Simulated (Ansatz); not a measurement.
How far each method lies from full CI for NS⁺, singlet

Geometry: a PBE0/def2-TZVP stationary point for this spin.

```tsv
atom	x (Å)	y (Å)	z (Å)
N	0.0000	0.0000	0.0000
S	0.0000	0.0000	1.4226
```

Basis 6-31G; Ansatz 0.2.0. Only valence electrons are correlated (noble-gas cores frozen), which leaves 10 electrons in 16 orbitals. Prefix R: restricted or restricted open-shell reference; prefix U: unrestricted. Active spaces: pair = (2e, 2o) about the gap; valence = (10e, 8o) chosen from the atoms' valence shells.

Full CI is exact within this basis and frozen core; it isn't the basis-set limit. The frozen core follows each run's orbitals, which can shift R against U totals by a few meV.

Unrestricted rows (U) aren't spin-pure: their determinants' ⟨S²⟩ exceeds S(S+1) by up to 0.74, so they mix in states of higher spin.

RHF is unstable: UHF (⟨S²⟩ = 0.74) lies 0.40 eV below the lowest RHF solution. Higher spins weren't run at this geometry and may lie near or lower.

```
UHF ⟨S²⟩                          : 0.741
T1 diagnostic (RCCSD)             : 0.0194
largest doubles amplitude (RCCSD) : 0.147
```

```
                   level  E − E(full CI) (kJ/mol)  share of correlation (%)  wall time
                     RHF                    573.9                      0.00          –
                     UHF                    535.2                      6.73          –
                    RMP2                    -21.6                    103.76          –
                    UMP2                    162.2                     71.73          –
                    CISD                     72.8                     87.32     0.39 s
                  RCCSD*                     28.9                     94.97          –
                  UCCSD*                     25.2                     95.61          –
               RCCSD(T)*                      7.3                     98.72     0.45 s
               UCCSD(T)*                     11.2                     98.04      1.3 s
                BCCD(T)*                      7.0                     98.77     0.39 s
                  RCCSDT                      7.3                     98.72          –
                  UCCSDT                      8.1                     98.58          –
                  CISDTQ                      5.6                     99.03      1.6 s
               RCCSDT(Q)                     -0.3                    100.05     0.81 s
               UCCSDT(Q)                      1.7                     99.70      3.9 s
                 RCCSDTQ                      1.0                     99.83      4.9 s
                 UCCSDTQ                      1.0                     99.83       38 s
     CASSCF (pair space)                    465.5                     18.88          –
     NEVPT2 (pair space)                     21.4                     96.27     0.36 s
     MRCISD (pair space)                     57.1                     90.05          –
   MRCISD+Q (pair space)                     19.7                     96.57     0.48 s
  CASSCF (valence space)                    128.8                     77.56          –
  NEVPT2 (valence space)                     30.5                     94.68      1.4 s
  MRCISD (valence space)                      3.7                     99.35          –
MRCISD+Q (valence space)                      1.1                     99.80      2.1 s
```

An asterisk marks runs whose energy the program itself flagged as in doubt.

The correlation energy at full CI, counted from RHF, is -5.948 eV. That run took 24 s on 1 thread of Arm Neoverse V1, shared host over 4,777,056 determinants.

Times hold each run's SCF and search for its determinant on a shared host, so for small cases they say little of a method's own cost; they ran on 1 thread of Arm Neoverse V1. Some runs computed forces too.

Not variational, and here over 5 meV under the exact energy: RMP2.

The full-CI state has the irrep A1 of C2v, in the program's axes (one component, if the state is degenerate).

Natural occupations of full CI about the gap: 1.989 1.971 1.960 1.898 1.898 0.108 0.108 0.036 0.011 0.005; effectively unpaired electrons, Σ n²(2−n)², 0.17.
